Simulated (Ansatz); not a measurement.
**Ga₃Ni₂ (P-3m1)**

All numbers below come from DFT PBEsol, scalar-relativistic, plane waves, PAW in Ansatz 0.2.0.

Cutoff 420 eV; k points 12×12×8 on the computed 5-atom cell (Γ-centred); Gaussian smearing, width 0.10 eV; no spin polarisation.

The structure is relaxed at this level of theory with its symmetry kept. Whether it is the stable form of this composition wasn't checked.

The structure is trigonal, space group P-3m1 (No. 164). Conventional cell: a = 4.010 Å, b = 4.010 Å, c = 4.848 Å, α = 90.00°, β = 90.00°, γ = 120.00°. Ga (site symmetry -3m) is surrounded by 6 Ni at 2.41 Å. Around Ga (site symmetry 3m) lie 5 Ni at 2.42 to 2.55 Å and 3 Ga at 2.68 Å. Ni (site symmetry 3m) has 8 Ga at 2.41 to 2.55 Å and 3 Ni at 2.69 Å as nearest neighbours.

* Volume per atom: 13.50 Å³
* Formation energy from the elements' standard states (uncorrected): -0.454 eV/atom
* Kohn–Sham band gap: none (metal)
* Density of states at the Fermi level: 1.44 states/eV per cell
* Löwdin character within 0.5 eV of the Fermi level: Ni 3d 47 %, Ga 4p 39 %, Ga 4s 8 %
* Bulk modulus: 142 GPa
* Its pressure derivative: 4.9
* Bader charges (e): Ga (1 in the cell) 0.34, Ga (2 in the cell) 0.29, Ni (2 in the cell) -0.46

A ferromagnetic start lost its moments in a first run, so spin was left out; other magnetic orders weren't tried.

Cost: 9 runs of about 25 core-minutes in all, on Arm Neoverse N1 (shared hosts).